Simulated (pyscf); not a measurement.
# Addition: `[O]=[CH][OH]` + `[H]` [doublet] → `[O][CH2][OH]` [doublet]

Gas phase, doublet surface, charge 0. Bonds broken: none. Bonds formed: C2–H6. Structures and frequencies: ωB97X-D3(BJ)/def2-SVP in PySCF. MP2 and CC: frozen core, UHF for open shells. ΔMP2 is the change of the MP2 total energy from the triple- to the quadruple-zeta basis.

Transition state (Å):

```xyz
6

O     -2.0255     0.3533     0.4826
C     -0.7149     0.0365     0.3969
O     -0.2441    -0.6764    -0.4749
H     -2.4441     0.0383    -0.3348
H     -0.2140     0.2432     1.3686
H     -0.0474     1.4526    -0.0939
```

One imaginary mode, 1184i cm⁻¹; descent along it reached the two sides named.

```tsv
bond	change	reactant side (Å)	saddle	product side
C2–H6	forms	3.8	1.641	1.127
```

Electronic energies relative to the separated reactants (kcal/mol):

| level | barrier | reaction energy | reverse barrier |
|---|---|---|---|
| ωB97X-D3(BJ)/def2-TZVP | 9.7 | -8.8 | 18.5 |
| PBE/def2-TZVP | 5.6 | -7.4 | 13.0 |
| r²SCAN/def2-TZVP | 3.6 | -10.5 | 14.1 |
| B3LYP-D3(BJ)/def2-TZVP | 5.9 | -10.1 | 16.0 |
| PBE0-D3(BJ)/def2-TZVP | 6.8 | -9.6 | 16.4 |
| M06-2X/def2-TZVP | 9.6 | -7.3 | 16.9 |
| ωB97M-D3(BJ)/def2-TZVP | 9.7 | -7.6 | 17.3 |
| HF/def2-TZVP | 16.7 | -12.1 | 28.8 |
| MP2/def2-QZVPP | 17.4 | +4.5 | 12.9 |
| CCSD/def2-TZVPP | 10.7 | -8.8 | 19.5 |
| CCSD(T)/def2-TZVPP | 10.5 | -6.3 | 16.8 |
| CCSD(T)/def2-TZVPP + ΔMP2(QZVPP) | 10.2 | -6.3 | 16.5 |

With CCSD(T)/def2-TZVPP + ΔMP2(QZVPP) energies and thermal terms (ideal gas, 1 atm, RRHO with modes under 100 cm⁻¹ raised to 100, one conformer, R ln 2 for rigid chiral ones), in kcal/mol:

```csv
T (K),ΔH‡,ΔG‡,ΔH,ΔG
298,10.1,16.9,-2.4,+4.2
600,9.6,24.0,-2.9,+11.1
900,9.2,31.3,-3.2,+18.2
1200,8.9,38.7,-3.3,+25.4
```

•O–CH₂–OH lies 6.9 kcal/mol over its isomer HO–CH•–OH, and others may lie lower still (electronic energy, ωB97M-D3(BJ)). One saddle was located; it need not be the lowest between these sides. The CCSD(T) − MP2 part came from Ansatz, without density fitting, on the same reference. A UHF reference is spin-contaminated (<S²> up to 0.85), which harms MP2 most.
